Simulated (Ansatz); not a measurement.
We consider rutile SnO₂, described by r²SCAN+rVV10 in Ansatz (PAW).

Settings: plane-wave cutoff 560 eV, 8×8×10 k mesh (along the axes of the cell as run), Fermi–Dirac smearing 0.01 eV, scalar-relativistic PAW data made under PBE.

The cell is scaled about its equilibrium volume:

Shape and atoms are relaxed at each volume.

```csv
V (Å³/atom),P (GPa),direct gap at Γ (eV),c (Å),a (Å)
11.522,9.45,2.284,3.174,4.667
11.762,4.44,2.042,3.186,4.706
12.002,-0.01,1.815,3.199,4.745
12.242,-3.94,1.602,3.210,4.784
12.482,-7.39,1.404,3.220,4.823
```

A straight line through the gaps at Γ against ln V gives a volume deformation potential dE_g(Γ)/d ln V of -11.0 eV: the gap at Γ widens under compression.

Measured, for comparison: band gap 3.81 eV (zero-point renormalisation of 215 meV (computed, non-adiabatic AHC, without the lattice-expansion part) added back here to the 1.8 K gap of; inputs from Miglio et al. (2020), arXiv:2011.12765).

Note: the bulk modulus comes from volumes at which shape and atoms were relaxed.

Spin–orbit coupling is not included.

Ansatz is an electronic-structure program.
